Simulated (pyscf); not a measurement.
Single points on ωB97X-D3(BJ)/def2-SVP structures (PySCF, gas phase). Correlated levels are frozen-core, on RHF or UHF. ΔMP2 is the change of the MP2 total energy from the triple- to the quadruple-zeta basis.

Q: Estimate by transition-state theory (the high-pressure limit) the rate constant of `[F][B]1[CH2][CH2]1` → `[B][F]` [singlet] + `[CH2]=[CH2]` (singlet surface; B–C, B–C broken, none formed) at 1200 K, with CCSD(T)/def2-TZVPP + ΔMP2(QZVPP) energies (ideal gas, 1 atm, RRHO with modes under 100 cm⁻¹ raised to 100, one conformer, R ln 2 for rigid chiral ones; no tunnelling).

A: The electronic barrier is 49.9 kcal/mol and the thermal terms add -4.0, so ΔG‡ = 45.9 kcal/mol. With k_BT/h = 2.50e+13 s⁻¹ and RT = 2.385 kcal/mol, k = 1.1e+05 s⁻¹, a half-life of 6.4e-06 s through this channel alone. Wigner's tunnelling factor for 402i cm⁻¹ would be 1.01. A shift of 1 kcal/mol in the barrier changes k by a factor 1.5. This is the saddle that the search found; another between the same sides may lie lower. One closed-shell reference is unstable to symmetry breaking; treat the single-reference values with care. The CCSD(T) − MP2 part came from Ansatz, without density fitting, on the same reference.
